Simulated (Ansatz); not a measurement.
## Active spaces for SiH2, singlet

Computed with Ansatz's Gaussian-basis code (development build). Basis cc-pVDZ, nonrelativistic, 5 orbitals frozen in the corrections. State-specific CASSCF; RHF is the lowest restricted (open-shell) Hartree–Fock solution met. Solutions may break the symmetry of the shape. No proof that the lowest CASSCF solution was found.

Geometry:

```xyz
3

Si    0.0000    0.0000   -0.1449
H     0.0000    1.1839    1.0142
H     0.0000   -1.1839    1.0142
```

Question: What do CASSCF and its corrections give against RHF in CAS(6,6), and what are the occupations?

Answer: CASSCF -1.475 eV, SC-NEVPT2 -2.721 eV; occupations 1.98, 1.96, 1.91, 0.08, 0.03, 0.03.
